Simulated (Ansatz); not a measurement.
# BH₃F (doublet): wave-function methods side by side at distance B1–H4 along a hydrogen transfer = 1.278 Å, cc-pVDZ

The task here is to estimate one member of a computed series from the others.

Program: Ansatz 0.2.0, Gaussian basis. Level of theory: cc-pVDZ, core rule «outside noble gas», up to 2 orbitals frozen. These are calculated values, not measurements.

The runs, in order: UHF; CCSD(T) on ROHF; CCSD(T) on UHF; BCCD(T) on ROHF; CISD; CCSDT(Q) on ROHF; CCSDT(Q) on UHF; CASSCF and MRCISD+Q, 3 electrons in 3 orbitals; CASSCF and NEVPT2, 3 electrons in 3 orbitals.

16 further runs of the same task are left out: 9 for a known fault of the program, 1 for a mislabelled method, 5 that didn't finish, 1 set aside as unsound or not needed.

### What is computed

The geometry derives from fragments relaxed apart (PBE0/def2-TZVP) and kept rigid, so it is no stationary point. A hydrogen atom is moved between rigid fragments.

5 atoms, charge 0, spin multiplicity 2.

Atoms are counted from 1 here; the program's logs count them from 0.

Bond lengths: B1–H2 1.193 Å, B1–H3 1.193 Å, B1–H4 1.278 Å. Angles: H2–B1–H3 120.0°, H2–B1–H4 120.0°, H3–B1–H4 120.0°.

Geometry (Å):

```
B    -1.5574    0.0000    0.0000
H    -2.1541    1.0336    0.0000
H    -2.1541   -1.0336    0.0000
H    -0.2794    0.0000    0.0000
F     1.1296    0.0000    0.0000
```

The first run:

Input file in.yaml:

```yaml
crystal:
  periodic: [false, false, false]
  atoms:
    - {symbol: B, position_ang: [-1.557383, 0.000000, 0.000000]}
    - {symbol: H, position_ang: [-2.154117, 1.033571, 0.000000]}
    - {symbol: H, position_ang: [-2.154117, -1.033571, 0.000000]}
    - {symbol: H, position_ang: [-0.279383, 0.000000, 0.000000]}
    - {symbol: F, position_ang: [1.129617, 0.000000, 0.000000]}
basis:
  gaussian: {orbitals: cc-pVDZ}
magnetization: {spin_polarized: true, initial_magnetization: 1}
hamiltonian: {xc: hf}
output: {orbitals: {seedname: orbitals}}
```

On the command line:

```
$ ansatz run in.yaml --threads 1 --pin off --events-out ev --progress --plain --max-ram 2393MiB
```

Steps of the session up to this table: UHF; CCSD(T) on ROHF; CCSD(T) on UHF; BCCD(T) on ROHF; CISD; CCSDT(Q) on ROHF; CCSDT(Q) on UHF; CASSCF and MRCISD+Q, 3 electrons in 3 orbitals; CASSCF and NEVPT2, 3 electrons in 3 orbitals.

One of the session's tables, all rows but one given; the rest of the session is left out.

```
     method  from UCCSDT(Q) (meV)
       ROHF               +8196.6
        UHF               +7982.7
       RMP2               +1192.4
       UMP2               +1153.4
       CISD                +760.4
      RCCSD                +141.4
      UCCSD                +136.4
   RCCSD(T)                     ?
   UCCSD(T)                 +29.3
    BCCD(T)                 +31.3
     RCCSDT                 +11.2
     UCCSDT                 +10.6
  RCCSDT(Q)                  +0.4
  UCCSDT(Q)                     0
CASSCF pair               +7641.7
NEVPT2 pair               +1020.6
```

Estimate the missing values for RCCSD(T).

**Answer.** from UCCSDT(Q) (meV): +29.9. In the column «from UCCSDT(Q) (meV)» it lies between UCCSD(T) (+29.3) and BCCD(T) (+31.3).

Not comparable, so not listed: CASSCF and MRCISD+Q, 3 electrons in 3 orbitals (they don't share determinant, frozen orbitals or solution with the rows shown, or repeat one).

Limits of these values: Restricted and unrestricted rows rest on different reference determinants; where their highest levels disagree by more than a few hundredths of an eV, they describe different states and don't form one ladder. Warnings in the runs' records: passed over end.
